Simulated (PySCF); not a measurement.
**A diatomic session: Al₂**

The task here is to estimate one member of a computed series from the others.

The runs use PySCF 2.14.0; Al cc-pV(D+d)Z, no relativity.

The first run:

A driver script around PySCF takes these settings:

```
atoms                         : Al, Al
charge                        : 0
basis                         : Al cc-pV(D+d)Z
Hamiltonian                   : no relativity
basis functions               : 46
electrons treated             : 26
masses in u                   : 26.9815, 26.9815
levels                        : PBE0, PBE, r²SCAN, B3LYP, PW91, M06, ωB97X, HF, MP2, SCS-MP2, CCSD, CCSD(T)
grid                          : 80 radial by 434 angular points
occupations                   : held fixed by the projection of orbital angular momentum
dissociation limit            : Al + Al, each in its ground configuration
starting distance in angstrom : 2.390
values of 2S to try           : 0, 2
```

Started as:

```sh
$ OMP_NUM_THREADS=1 python dia.py task.json out
```

Among the steps run: Set-up; PBE0 along the bond; Higher solutions at PBE0; PBE (GGA); r²SCAN (meta-GGA); B3LYP; PW91; M06; ωB97X; UHF; Correlated methods on the Hartree–Fock reference.

One of the session's tables, all rows but one given; the rest of the session is left out.

Energy (eV) from each level's lowest point:

| R (Å) | UHF | UHF-MP2 | UHF-SCS-MP2 | UHF-CCSD | UHF-CCSD(T) |
| --- | --- | --- | --- | --- | --- |
| 2.356 | 0.488 | 0.454 | 0.447 | n/a | n/a |
| 2.466 | 0.226 | 0.201 | 0.196 | 0.212 | 0.212 |
| 2.576 | ? | ? | ? | ? | ? |
| 2.658 | 0.021 | 0.013 | 0.011 | 0.017 | 0.017 |
| 2.740 | 0.000 | 0.000 | 0.000 | 0.000 | 0.000 |
| 2.822 | 0.006 | 0.014 | 0.016 | 0.010 | 0.010 |
| 2.932 | 0.047 | 0.065 | 0.070 | 0.054 | 0.054 |
| 3.069 | 0.134 | 0.162 | 0.173 | 0.143 | 0.141 |
| 3.233 | 0.271 | 0.309 | 0.327 | 0.278 | 0.272 |
| 3.452 | 0.481 | 0.525 | 0.554 | n/a | n/a |

Estimate the missing values for R (Å) = 2.576.

Worked estimate for «UHF». A straight line through the neighbours (2.466, 0.226) and (2.658, 0.021) gives 0.226 + (0.021 − 0.226) × (2.576 − 2.466) / (2.658 − 2.466) = 0.109; a parabola fitted to 4 rows on both sides gives 0.072.

**Answer.** UHF: 0.078; UHF-MP2: 0.062; UHF-SCS-MP2: 0.059; UHF-CCSD: 0.069; UHF-CCSD(T): 0.070. In «UHF» the line misses by +0.031 and the parabola by -0.006.

To keep in mind: Lowest PBE0 solution found, without spin–orbit coupling: ³Πu (triplet), unpaired electrons σ ↑, π ↑. Warnings in the runs' records: inverted.
